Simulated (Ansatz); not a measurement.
Barrier CH4O (SMILES CO) + F− via CH4FO, on the benchmark's geometries as Psi4's copy gives them; open shells unrestricted, no zero-point energy, no spin–orbit coupling.
Transition structure (charge -1, multiplicity 1):
```xyz
7

F      0.02254    -0.00745     0.00553
C     -0.01842     0.00504     1.76493
H      1.04805     0.00524     1.85415
H     -0.54782     0.93471     1.79222
H     -0.54895    -0.92343     1.80576
O      0.00127     0.01920     3.75060
H     -0.92676     0.03161     3.99758
```

Run with Ansatz (Gaussian orbitals). Each number belongs to the level named beside it.

The barrier height (kcal/mol) and the share of exact exchange:

```csv
functional,exact exchange (%),value
PBE/def2-TZVPPD,0,11.89
PBE0/def2-TZVPPD,25,17.76
BLYP/def2-TZVPPD,0,11.89
B3LYP/def2-TZVPPD,20,16.11
BHLYP/def2-TZVPPD,50,20.92
r2SCAN/def2-TZVPPD,0,12.30
```

### Question
Take the value as linear in the share of exact exchange along PBE and PBE0. Give the slope, say whether the sign turns, and set the other functionals against that line.

### Answer

Slope: (17.76 − (11.89))/2.5 = 2.35 kcal/mol for each 10 %. The line keeps its sign from 0 to 100 %. At 50 % it gives 23.6 kcal/mol. The LYP pair gives (20.92 − (11.89))/5 = 1.81 for each 10 %. BHLYP, at 50 %, lies -2.7 from the PBE line. B3LYP, at 20 %, lies -0.5 from the PBE line. r2SCAN, with none, stands 0.4 from PBE.

Ansatz is a first-principles code.
